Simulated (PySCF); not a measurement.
System (SMILES): [C-]#[S+] (C-S).
Geometry (B3LYP-D3(BJ)/def2-TZVP, fixed):
```
C
S 1 1.5320
```

Basis-set convergence of the mean static polarisability at PBE0 with PySCF. All functions are spherical. Density fitting with generated auxiliary sets. No added dispersion term, no relativity. Reference: the value in aug-cc-pV(5+d)Z, 28.51 bohr³, itself unsure by roughly 0.3 % (its mean distance from aug-pcseg-3, aug-cc-pV(Q+d)Z, aug-pcseg-2). Deviations are taken from unrounded values. Cost is core time over that of jun-cc-pV(T+d)Z, rough, on shared machines of one kind; a dash marks a row that isn't timed (too short, read off another run, short of memory, by another algorithm or on other hardware).

```
basis            functions  mean static polarisability (bohr³)  minus reference (%)  cost
---------------  ---------  ----------------------------------  -------------------  ----
STO-3G                  14                                8.60                -69.8     -
3-21G                   22                               17.97                -37.0     -
6-31G                   22                               18.86                -33.8     -
cc-pV(D+d)Z             37                               20.14                -29.4     -
aug-pcseg-1             50                               28.23                 -1.0     -
6-311+G**               52                               23.56                -17.3     -
6-311++G(2d,2p)         62                               25.41                -10.9  0.7×
def2-TZVP               68                               24.81                -13.0  0.8×
jun-cc-pV(T+d)Z         87                               28.40                 -0.4    1×
pcseg-3                124                               26.03                 -8.7    2×
aug-cc-pV(Q+d)Z        169                               28.49                 -0.1    5×
aug-pcseg-3            174                               28.47                 -0.1    6×
aug-cc-pV(5+d)Z        263                               28.51                  0.0   20×
```

The smallest set listed that lies within 2 % of the reference with all its larger relatives (same family, alike in diffuse functions; a set with none counts only in the reference's own line) is aug-pcseg-1 (50 functions, -1.0 % off). (Relatives not listed, tested too: aug-pcseg-2 -0.9, aug-cc-pV(T+d)Z -0.3 %.)
